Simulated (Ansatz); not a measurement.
Reaction (homolysis of the O–O bond): `O=NOO` → `[OH]`• + `[O]N=O`•

Gas-phase electronic energies from Ansatz, PBE0-D4/def2-TZVP geometries. CBS: def2 TZ/QZ extrapolation, frozen cores. DFT in def2-TZVPP. B3LYP here is the variant with VWN-RPA as its local correlation; programs differ in this. HSE06 is defined as in plane-wave codes. No spin–orbit coupling; open shells (•) take unrestricted orbitals. One conformer a species, not always the lowest.

```tsv
level	ΔE (kcal/mol)	difference from CCSD(T)/CBS
LDA (SPW92)	46.8	23.4
PBE-D4	27.4	4.0
revPBE-D4	23.0	-0.4
BLYP-D4	22.9	-0.5
r2SCAN-D4	19.5	-3.9
PBE0-D4	19.3	-4.1
B3LYP-D4	18.3	-5.1
r2SCANh-D4	16.8	-6.6
r2SCAN0-D4	13.2	-10.2
HSE06-D4	19.6	-3.8
BHLYP-D4	10.2	-13.2
ωB97X-V	21.8	-1.6
ωB97M-V	23.8	0.4
PBE-QIDH	16.5	-6.9
PBE	26.7	3.3
revPBE	20.2	-3.2
BLYP	21.3	-2.1
r2SCAN	19.3	-4.1
PBE0	18.7	-4.7
B3LYP	17.2	-6.2
r2SCANh	16.6	-6.8
r2SCAN0	13.0	-10.4
HSE06	19.0	-4.4
BHLYP	9.5	-13.9
CAM-B3LYP	19.3	-4.1
LC-ωPBE	18.3	-5.1
RPA@PBE/def2-TZVPP	16.7	-6.7
HF/def2-SVP	-17.3	-40.7
MP2/def2-SVP	12.2	-11.2
CCSD/def2-SVP	13.2	-10.2
CCSD(T)/def2-SVP	15.2	-8.2
HF/def2-TZVPP	-16.2	-39.6
MP2/def2-TZVPP	19.5	-3.9
SCS-MP2/def2-TZVPP	19.1	-4.3
CCSD(T)/def2-TZVPP	21.1	-2.3
HF/def2-QZVPP	-16.3	-39.7
SCS-MP2/def2-QZVPP	20.9	-2.5
CCSD/def2-QZVPP	18.6	-4.8
HF/CBS(def2)	-16.3	-39.7
CCSD/CBS(def2)	19.5	-3.9
CCSD(T)/CBS	23.4	0
```

Largest T1 diagnostic among the species: 0.025, so the coupled-cluster value is less sure than usual.

The D4 term adds +1.1 kcal/mol with B3LYP and +0.6 kcal/mol with PBE0; it sums over pairs of atoms, weighted by their polarisabilities, and B3LYP, whose exchange is more repulsive, gets the larger term. At CCSD(T), def2-SVP lies −8.2 kcal/mol from the extrapolated value and def2-TZVPP −2.3 kcal/mol: correlation converges slowly with the basis, and small sets miss more of it in the bonded molecule than in its fragments. From r2SCAN to r2SCAN0 (25 % exact exchange), in def2-TZVPP and without D4, ΔE moves by −6.3 kcal/mol: exact exchange takes away binding that semilocal exchange gives to molecules.
